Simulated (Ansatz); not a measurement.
C$_{2}$H$_{2}$Cl$_{4}$ (`ClC(Cl)C(Cl)Cl`), one more setting.

```yaml
crystal:
  periodic: [false, false, false]
  atoms:
    - {symbol: Cl, position_ang: [-0.169968, -2.077862, 0.534391]}
    - {symbol: C, position_ang: [0.547131, -0.512904, 0.141810]}
    - {symbol: Cl, position_ang: [1.609952, -0.674943, -1.258764]}
    - {symbol: C, position_ang: [-0.547128, 0.512911, -0.141809]}
    - {symbol: Cl, position_ang: [0.169981, 2.077881, -0.534328]}
    - {symbol: Cl, position_ang: [-1.609988, 0.674909, 1.258737]}
    - {symbol: H, position_ang: [1.152835, -0.198398, 0.989104]}
    - {symbol: H, position_ang: [-1.152805, 0.198426, -0.989129]}
basis:
  gaussian: {orbitals: def2-mTZVPP, fitting: {mean_field: def2-universal-jkfit}}
hamiltonian: {xc: {name: PBE0}, dispersion: d4}
```

```sh
$ ansatz run in.yaml --threads 4 --pin off --events-out ev --progress --plain --max-ram 10444MiB
```

It prints (some lines left out):

```
Functional definition: PBE0
698 factors; integrals over basis functions are off by at most 2.0e-1 eV
mean field evaluation 1: about -52178.5594 eV, gradient 2.3e1 eV
mean field evaluation 2: about -52177.3793 eV, gradient 3.2e1 eV
mean field evaluation 4: about -52179.7860 eV, gradient 5.7e-1 eV
mean field evaluation 8: about -52179.7899 eV, gradient 4.7e-3 eV
mean field -52179.78991930 eV, -1917.5719108023 hartree, gradient 2.8e-5 eV, S^2 0.000000; 0 other end points of the search recorded, 0 dependent functions left out
reference -52179.78994645 eV, -1917.5719118002 hartree; 41, 41 occupied and 115, 115 virtual orbitals, 698 factors
Total energy: -52180.05835390 eV, -1917.5817755920 hartree
```

Run time 1.7 s (4 threads of an Arm Neoverse V1 on a shared host); peak host memory 0.29 GiB.
